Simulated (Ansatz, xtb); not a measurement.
# CH2BN+: which of two structures lies lower

Structure I: the doublet with the links of `[B]=[N+]=C`. Structure II: a doublet given by its coordinates. Both are isolated ions in the gas phase, relaxed with PBE0-D3(BJ)/def2-SVP.

I (Å):

| atom | x (Å) | y (Å) | z (Å) |
| --- | --- | --- | --- |
| C | 0.2133 | 1.6062 | -0.9242 |
| B | -0.8843 | 1.9080 | -3.2171 |
| N | -0.3305 | 1.7557 | -2.0601 |
| H | 1.2472 | 1.2277 | -0.8458 |
| H | -0.3419 | 1.8532 | -0.0027 |

II (Å):

```xyz
5

C     0.2723    2.3660   -1.4202
B    -0.3060    0.8761   -1.4244
N     0.9795    1.3860   -1.7235
H    -1.1778    0.0833   -1.2707
H     0.2190    3.4600   -1.2851
```

Close contacts (Å): C1–B2 1.60, C1–N3 1.25, B2–N3 1.41, C1–H5 1.10, B2–H4 1.19.

Quicker runs give these differences E(II) − E(I): GFN2-xTB −1.5 kcal/mol; HF/STO-3G +9.4 kcal/mol (at GFN2-xTB geometries); r2SCAN-D4/def2-SVP −0.5 kcal/mol (at GFN2-xTB geometries).

**Question.** Estimate which is lower in electronic energy at CCSD(T)/def2-TZVP, and by roughly how much.

**Answer.** The CCSD(T)/def2-TZVP calculation puts structure II lower, by 6.2 kcal/mol.

How the difference moves with the method:

```
               level              geometry  E(II) − E(I) (kcal/mol)  departure from the last row (kcal/mol)  job, with rough time for the two
            GFN2-xTB              GFN2-xTB                      −1.5                                    +4.7              optimisation, 0.05 s
           HF/STO-3G              GFN2-xTB                      +9.4                                   +15.5              single point, 0.18 s
  r2SCAN-D4/def2-SVP              GFN2-xTB                      −0.5                                    +5.7                 single point, 3 s
PBE0-D3(BJ)/def2-SVP  PBE0-D3(BJ)/def2-SVP                      −2.7                                    +3.5                optimisation, 25 s
        HF/def2-TZVP  PBE0-D3(BJ)/def2-SVP                      +5.6                                   +11.7           part of the CCSD(T) run
       MP2/def2-TZVP  PBE0-D3(BJ)/def2-SVP                      −6.3                                    −0.1           part of the CCSD(T) run
   CCSD(T)/def2-TZVP  PBE0-D3(BJ)/def2-SVP                      −6.2                                                        single point, 18 s
```

HF/STO-3G, HF/def2-TZVP put the two in the other order. r2SCAN-D4/def2-SVP finds them nearly level. The largest departure from CCSD(T)/def2-TZVP is that of HF/STO-3G, 15.5 kcal/mol.

With harmonic frequencies from PBE0-D3(BJ)/def2-SVP (ideal gas, rigid rotor, one conformer each, 298.15 K, 1 atm): on the last row, ΔE + ΔZPE = −7.7, ΔH = −8.0, ΔG = −8.1 kcal/mol.

Open shells are spin-unrestricted. The correlated steps freeze 3 core orbitals. Run with Ansatz 0.2.0, xtb 6.7.1; the last row on 1 thread of Arm Neoverse V2 on a shared host.
